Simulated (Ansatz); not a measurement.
# Si₂F (quartet): from Hartree-Fock to the top rungs, def2-TZVPP

The task here is to estimate one member of a computed series from the others.

Method: def2-TZVPP, core rule «outside noble gas», up to 11 orbitals frozen; program: Ansatz 0.2.0, Gaussian basis.

To be run: UHF; ROHF; CCSD(T) on UHF.

### What is computed

The geometry is a PBE0/def2-TZVP stationary point (not a proven minimum).

3 atoms, charge 0, spin multiplicity 4.

Atoms are counted from 1 here; the program's logs count them from 0.

Bond lengths: F1–Si2 1.608 Å, Si2–Si3 2.332 Å. Angles: F1–Si2–Si3 112.2°.

Set-up of the first run:

in.yaml reads:

```yaml
crystal:
  periodic: [false, false, false]
  atoms:
    - {symbol: F, position_ang: [0.000000, -0.606197, 1.621189]}
    - {symbol: Si, position_ang: [0.000000, 0.594494, 0.550881]}
    - {symbol: Si, position_ang: [0.000000, -0.184433, -1.647532]}
basis:
  gaussian: {orbitals: def2-TZVPP}
magnetization: {spin_polarized: true, initial_magnetization: 3}
hamiltonian: {xc: hf}
output: {orbitals: {seedname: orbitals}}
```

The run is started by

```
$ ansatz run in.yaml --threads 1 --pin off --events-out ev --progress --plain --max-ram 4096MiB --backend cpu
```

Among the steps run: UHF; ROHF; CCSD(T) on UHF.

One table of the session follows, with a row left open; its other results are not shown here.

```
  method  from UCCSD(T) (kJ/mol)
    ROHF                 +1211.1
     UHF                 +1197.3
    UMP2                  +117.0
   UCCSD                       ?
UCCSD(T)                       0
```

**Question.** Estimate the row for UCCSD.

**Answer.** from UCCSD(T) (kJ/mol): +49.8. In the column «from UCCSD(T) (kJ/mol)» it lies between UCCSD(T) (0) and UMP2 (+117.0).

With the free atoms at the same levels and basis (separate runs), the atomisation energy is 7.936 eV at UCCSD(T), 5.728 eV at ROHF.
